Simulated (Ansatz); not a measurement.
Consider the formal hydrolysis of a C–C bond: `C=CCCCC` + H₂O → `CCCO` + propene.

Gas-phase electronic energies from Ansatz, PBE0-D4/def2-TZVP geometries. CBS: MP2 limit from def2 TZ/QZ plus the TZ coupled-cluster correction, frozen cores. This one scheme is used for every species. Functionals use def2-TZVPP. One conformer a species, not always the lowest.

(1) Is it downhill or uphill in electronic energy at CCSD(T)/CBS, and by how much? (Best estimate.)

(2) What do these levels give: PBE0, MP2/def2-TZVPP, SCS-MP2/def2-TZVPP, HF/def2-QZVPP, HF/CBS(def2), MP2/CBS(def2)? (Best estimate.)

Largest T1 diagnostic among the species: 0.010.

## Answers

(1) Computed: Uphill: ΔE = +0.50 eV.

(2) Computed: PBE0 0.34, MP2/def2-TZVPP 0.55, SCS-MP2/def2-TZVPP 0.46, HF/def2-QZVPP 0.22, HF/CBS(def2) 0.22, MP2/CBS(def2) 0.59 eV.

In def2-TZVPP, CCSD(T) changes the Hartree–Fock value by +0.25 eV (the triples alone add +0.03 eV) and MP2 by +0.34 eV. The D4 term adds +0.13 eV with B3LYP and +0.08 eV with PBE0; it sums over pairs of atoms, weighted by their polarisabilities, and B3LYP, whose exchange is more repulsive, gets the larger term. From PBE to PBE0 (25 % exact exchange), in def2-TZVPP and without D4, ΔE moves by +0.04 eV.

B3LYP here is the variant with VWN-RPA as its local correlation; programs differ in this.
